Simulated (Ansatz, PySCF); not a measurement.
A calculation on zinc-blende AlN (metastable phase) returned lattice constant a 4.385 Å, bulk modulus 204 GPa, cohesive energy 5.43 eV/atom.

Task: Which level of theory produced these numbers?
A. HSE06 (Ansatz, a first-principles code)
B. MP2 (PySCF)
C. CCSD(T) (PySCF)
D. B3LYP (VWN-RPA form) (Ansatz)

Result: D, B3LYP (VWN-RPA form) (Ansatz)

The others give: CCSD(T) 4.383 Å, 207 GPa, 5.98 eV/atom; HSE06 4.365 Å, 212 GPa, 5.65 eV/atom; MP2 4.388 Å, 205 GPa, 6.24 eV/atom.

Unless a cell is named, each level is at its own relaxed cell (B3LYP (VWN-RPA form) 10.54, CCSD(T) 10.53, HSE06 10.40, MP2 10.56 Å³/atom).

Ansatz's density-functional and Hartree–Fock values are scalar-relativistic unless marked +SOC, with PAW data made under PBE.
